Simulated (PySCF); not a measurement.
Gas-phase reaction: ethylsilane ⇌ SiH4 + 2 CH2

Energies from PySCF (xtb for GFN2), thermal terms from the rigid-rotor harmonic-oscillator model, ideal gas at 1 bar. † marks an energy on the PBE0/def2-TZVP geometry and frequencies; other levels use their own. MP2 and CCSD(T) freeze the core. Open shells (unrestricted): CH2 (multiplicity 3); the rest are closed-shell singlets. GFN2 has no spin-polarisation term. B3LYP is the form with VWN-RPA correlation. MP2 isn't extrapolated to the basis-set limit; its ΔH°(298 K) is 826.1 kJ in def2-SVP and 852.8 kJ in def2-TZVPP. CCSD(T) isn't extrapolated to the basis-set limit; its ΔH°(298 K) is 805.6 kJ in def2-SVP and 825.6 kJ in def2-TZVPP. The harmonic model lacks anharmonicity and excited electronic states, which grow with temperature; levels with a mode under 35 cm⁻¹ are left out. Internal rotation in ethylsilane is treated as a harmonic vibration of one conformer, which makes the entropy rough.

| level | ΔE electronic, kJ | ΔH°(298 K), kJ | ΔS°(298 K), J/K | ΔG°(2500 K), kJ |
|---|---|---|---|---|
| B3LYP/def2-TZVP† | 865 | 815 | 297 | 80 |
| CCSD(T)/def2-TZVPP† | 875 | 826 | 297 | 90 |
| GFN2-xTB | 1156 | 1105 | 296 | 365 |
| HF/def2-TZVP† | 602 | 553 | 297 | -183 |
| MP2/def2-SVP† | 876 | 826 | 297 | 90 |
| PBE/def2-SVP | 913 | 865 | 298 | 131 |
| PBE/def2-TZVP† | 900 | 850 | 297 | 115 |
| ωB97M-V/def2-TZVP† | 904 | 855 | 297 | 119 |
| ωB97X-V/def2-TZVP† | 919 | 869 | 297 | 133 |
ΔH° is lowest at HF/def2-TZVP† and highest at GFN2-xTB. No reference value is set beside these.
